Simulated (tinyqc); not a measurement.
Worked calculation: UHF in the sto-3g basis, for H2O, spin multiplicity 1. This run ends on a higher stationary point, not on the lowest solution. One step of it, computed by the program tinyqc.

Problem. Iteration 2: DIIS coefficients. Solve [B -1; -1 0][c; lambda] = [0; -1] for the coefficients, which sum to one.

B (overlaps of the stored error matrices):
```
               1              2
1  7.2406072e-01  5.3064424e-01
2  5.3064424e-01  4.0311181e-01
```

Give: DIIS coefficients.

Solution.

DIIS coefficients: -1.9357  2.9357
